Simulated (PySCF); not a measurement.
**ON2: from structure and modes to constants**

Method: UPBE0/[O def2-TZVP, N def2-TZVP], no relativity, density fitting, PySCF.

The triplet minimum has Cs symmetry. Masses (u): O 15.99492, N 14.00307.

```xyz
3
charge 0 multiplicity 3, angstrom
O    -0.3277    0.0000   -1.0028
N    -0.3220    0.0000    0.2528
N     0.6963    0.0000    0.8926
```

Harmonic wavenumbers (cm⁻¹): 660.8 (a', ×1), 1031.7 (a', ×1), 1591.4 (a', ×1).

Question: Find the principal moments of inertia and the rotational constants. What kind of rotor is it?

Answer: About the centre of mass I = 3.3324, 34.762, 38.094 u Å². With B = 16.8576/I this gives 5.059, 0.4849, 0.4425 cm⁻¹. The molecule is an asymmetric top with κ = -0.98.

Question: What is the harmonic zero-point energy?

Answer: Half the sum of all 3 wavenumbers, 3284/2 = 1642 cm⁻¹, which is 19.6 kJ/mol (1 cm⁻¹ = 0.0119627 kJ/mol).

This need not be the most stable arrangement of these atoms.
